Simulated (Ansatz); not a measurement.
Saddle point of BH₃ClF, closed shell (BH₂F ([BH2][F]) + HCl → BH₂Cl ([BH2][Cl]) + HF; bonds formed: B1–Cl6, F2–H5; bonds broken: B1–F2, H5–Cl6), PBE0-D4/def2-TZVP structure:

B1  (-0.282, 0.048, -0.455)
F2  (0.936, 0.828, 0.029)
H3  (0.003, -0.672, -1.357)
H4  (-1.260, 0.723, -0.428)
H5  (0.802, 0.091, 0.954)
Cl6  (-0.200, -1.018, 1.258)
(Å)

Energies are electronic, without zero-point energy. Barriers and step energies count from the start structure reached by relaxing down the imaginary mode; all methods use the PBE0-D4 structures, on which another method's saddle can fall below an end. Ansatz 0.2.0; basis: def2-TZVPP, with def2-QZVPP for the basis limit; cores frozen in the correlated methods. B3LYP uses VWN-RPA correlation. Extrapolation: Hartree–Fock as exp(−7.88 √X), correlation as X^−2.97.

```
      method  barrier (kJ/mol)  step energy (kJ/mol)
       SPW92              28.6                  37.7
      PBE-D4              64.3                  39.4
     BLYP-D4              89.5                  49.2
   r2SCAN-D4                 ?                  42.7
      B97M-V              99.6                  47.0
     PBE0-D4              77.7                  40.4
    B3LYP-D4              97.3                  49.6
  r2SCAN0-D4              85.1                  42.7
    BHLYP-D4             114.2                  51.3
CAM-B3LYP-D4              96.5                  51.7
     wB97X-V                 ?                  45.8
     wB97M-V              90.9                  45.0
      B2PLYP              98.5                  47.9
    PBE-QIDH                 ?                  41.0
  RPA on PBE              99.4                  50.1
          HF             164.9                  59.4
         MP2              90.2                  41.4
        CCSD             111.1                  48.1
     CCSD(T)              99.6                  45.7
```

Q: Fill in the withheld barriers. (Judge from chemistry; the value comes from the calculation.)

A: The calculation gives: r2SCAN-D4 76.2; wB97X-V 93.7; PBE-QIDH 87.1 kJ/mol. Each is the energy of the saddle less that of the start structure, by the same method.

For comparison, the barrier by CCSD(T) at an estimated basis limit (MP2 extrapolated from triple and quadruple zeta, plus CCSD(T) − MP2 in triple zeta) is 97.5 kJ/mol.

T1 diagnostic: at most 0.012.

Labels in which every atom is bracketed show which atoms are joined, not bond orders.

For scale, one of the runs: CCSD(T)/def2-TZVPP, 146 basis functions, launched by `ansatz run in.yaml --threads 2 --pin off --events-out ev --progress --plain --max-ram 4352MiB`. Hardware: 2 CPU threads of an Intel Xeon Platinum 8488C, shared host. Wall time 9.5 s; peak host memory 0.91 GiB.
